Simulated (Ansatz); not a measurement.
Spin states of Li2H (the lowest doublet isomer of a short search), each relaxed with PBE-D4/def2-TZVP in Ansatz. Electronic energies in the gas phase.

Correlated methods freeze no core orbitals; core or outer-core shells of Li are correlated, in sets that lack core-valence functions. In the quartet geometry the species has come apart into loosely held pieces. The structure comes from a short search, and lower isomers may exist.

Doublet geometry (C2v within 0.1 Å):

| atom | x (Å) | y (Å) | z (Å) |
| --- | --- | --- | --- |
| Li1 | 0.751 | 0.942 | 0.613 |
| Li2 | -0.075 | -1.021 | -0.881 |
| H3 | -0.676 | 0.079 | 0.268 |

Quartet geometry (C2v within 0.1 Å):

```tsv
atom	x (Å)	y (Å)	z (Å)
Li1	-0.874	1.469	-1.148
Li2	-0.857	-0.861	1.662
H3	1.731	-0.608	-0.514
```

⟨S²⟩: doublet 0.75 at PBE0-D4/def2-TZVP (pure 0.75), quartet 3.75 at PBE0-D4/def2-TZVP (pure 3.75).

Only these spin states were relaxed. The quartet has fallen apart into loose fragments. The quartet has other bonds than the doublet, so the gap mixes isomer and spin.

```csv
level,quartet − doublet (kcal/mol),lowest of these
HF/def2-TZVPP,59.0,doublet
PBE-D4/def2-TZVP,70.6,doublet
B97M-V/def2-TZVP,85.1,doublet
CAM-B3LYP-D4/def2-TZVP,78.3,doublet
ωB97X-V/def2-TZVP,82.3,doublet
PBE-QIDH/def2-TZVP,76.0,doublet
RPA@PBE/def2-TZVP,71.4,doublet
CCSD(T)/def2-TZVPP,80.7,doublet
```
